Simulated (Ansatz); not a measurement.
CH$_{3}$FS$_{2}$ (`FCSS`) at its PBE0-D4/def2-TZVP geometry, where that method's forces vanish. Total charge 0; spin multiplicity 1.

```xyz
7

F    -1.0587   -1.2471    0.0248
C     0.2553   -0.9074   -0.1787
S     0.7894    0.4468    0.8616
S    -0.0193    2.0713   -0.0718
H     0.8855   -1.7605    0.0931
H     0.3859   -0.6438   -1.2292
H    -1.2381    2.0408    0.5002
```

**Question.** What forces (eV/Å) does PBE-D4/def2-TZVPP give on these atoms in Ansatz 0.2.0? (Best estimate.)

**Answer.** Computed: 
```
F1  -0.702 -0.203  0.087
C2   0.328  0.027 -0.086
S3   0.275  0.000  0.329
S4   0.132  0.298 -0.258
H5   0.182 -0.191  0.061
H6   0.055  0.066 -0.249
H7  -0.270  0.004  0.116
```
